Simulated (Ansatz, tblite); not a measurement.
# The cluster Ag₂Pd−: rung by rung

How do method and basis change the picture of the cluster Ag₂Pd− (doublet)?

Computed with Ansatz 0.2.0, Gaussian basis. Level: as each input shows.

Levels to be run: GFN1-xTB, GFN2-xTB, PBE-D4/def2-TZVPD, r2SCAN-D4/def2-TZVPD, PBE-QIDH/def2-TZVPD, ωB97M-V/def2-TZVPD, CAM-B3LYP-D4/def2-TZVPD, r2SCAN0-D4/def2-TZVPD, B3LYP-D4/def2-TZVPD, PBE+5HF/def2-TZVPD, PBE+10HF/def2-TZVPD, PBE+15HF/def2-TZVPD, PBE+35HF/def2-TZVPD, PBE+50HF/def2-TZVPD, PBE-D4/def2-SVPD, PBE0-D4/def2-SVPD, CCSD(T)/def2-TZVPD.

6 further runs of the same task are left out: 2 that didn't finish, 4 set aside as unsound or not needed. Runs told in other sessions of the task aren't counted.

### Step 1. The relaxed structure

The doublet was relaxed beforehand with PBE-D4/def2-TZVPD. At that level it is the lowest of the isomers that a small search found.

3 atoms, charge -1, spin multiplicity 2.

Bond lengths: Pd1–Ag2 2.643 Å, Pd1–Ag3 2.625 Å. Angles: Ag2–Pd1–Ag3 180.0°.

Ag, Pd take a core potential in the def2 sets. No spin-orbit coupling is included. The ion is computed in the gas phase, without counter-ions or solvent.

PBE0-D4/def2-TZVPD was run before; its log isn't repeated, and its numbers join the tables.

### Step 2. GFN1-xTB

Tight binding, by tblite at 300 K electronic temperature and without a spin-polarisation term:

```python
tblite.interface.Calculator('GFN1-xTB', numbers, positions, charge=-1, uhf=1).singlepoint()
```

Energy -332.2808 eV; 0.005 s.

### Step 3. GFN2-xTB

Tight binding, by tblite at 300 K electronic temperature and without a spin-polarisation term:

```python
tblite.interface.Calculator('GFN2-xTB', numbers, positions, charge=-1, uhf=1).singlepoint()
```

Energy -342.1163 eV; 0.004 s.

### Step 4. PBE-D4/def2-TZVPD

start.molden holds the orbitals of an earlier run on this state, given as this run's starting guess.

File in.yaml:

```yaml
crystal:
  periodic: [false, false, false]
  atoms:
    - {symbol: Pd, position_ang: [0.004964, 0.002255, 0.001954]}
    - {symbol: Ag, position_ang: [-2.265997, -1.028635, -0.871792]}
    - {symbol: Ag, position_ang: [2.261032, 1.026379, 0.869838]}
basis:
  gaussian: {orbitals: def2-TZVPD, initial_orbitals: start.molden}
total_charge: -1
magnetization: {spin_polarized: true, initial_magnetization: 1}
hamiltonian: {xc: pbe, dispersion: d4}
scf: {omitted_lower_state_checks: [starts]}
output: {orbitals: {seedname: orbitals}}
```

Run with:

```sh
$ ansatz run in.yaml --threads 4 --pin off --events-out ev --progress --plain --max-ram 3916MiB
```

The runs that follow: r2SCAN-D4/def2-TZVPD; PBE-QIDH/def2-TZVPD; ωB97M-V/def2-TZVPD; CAM-B3LYP-D4/def2-TZVPD; r2SCAN0-D4/def2-TZVPD; B3LYP-D4/def2-TZVPD; PBE+5HF/def2-TZVPD; PBE+10HF/def2-TZVPD; PBE+15HF/def2-TZVPD; PBE+35HF/def2-TZVPD; PBE+50HF/def2-TZVPD; PBE-D4/def2-SVPD; PBE0-D4/def2-SVPD; CCSD(T)/def2-TZVPD.

Q: Predict the results of all the runs planned. Wanted: gap in def2-TZVPD, named functionals, smallest and largest; gap over the share of exact exchange; correlation energy, CCSD(T)/def2-TZVPD; ⟨S²⟩ in def2-TZVPD, named functionals, smallest and largest; PBE0 total energy, smallest basis above largest.

**Answer**, as computed:

| quantity | value |
| --- | --- |
| gap in def2-TZVPD, named functionals, smallest and largest | 0.26 eV (r2SCAN-D4), 5.37 eV (ωB97M-V) |
| gap over the share of exact exchange | 0.26 eV at 0.05, 3.70 eV at 0.5 |
| correlation energy, CCSD(T)/def2-TZVPD | -38.28 eV |
| ⟨S²⟩ in def2-TZVPD, named functionals, smallest and largest | 0.752, 0.755 |
| PBE0 total energy, smallest basis above largest | 2.88 eV (def2-SVPD, def2-TZVPD) |

What this shows: Over the named functionals in def2-TZVPD the gap runs from 0.26 eV (r2SCAN-D4) to 5.37 eV (ωB97M-V); exact exchange widens it. Raising the share of exact exchange from 0.05 to 0.5 moves the HOMO by -0.79 eV and the LUMO by +2.65 eV. PBE-D4 leaves an empty level below a filled one, so this occupation isn't an aufbau state there; left out of the range. Notes on CCSD(T)/def2-TZVPD: spin contamination.
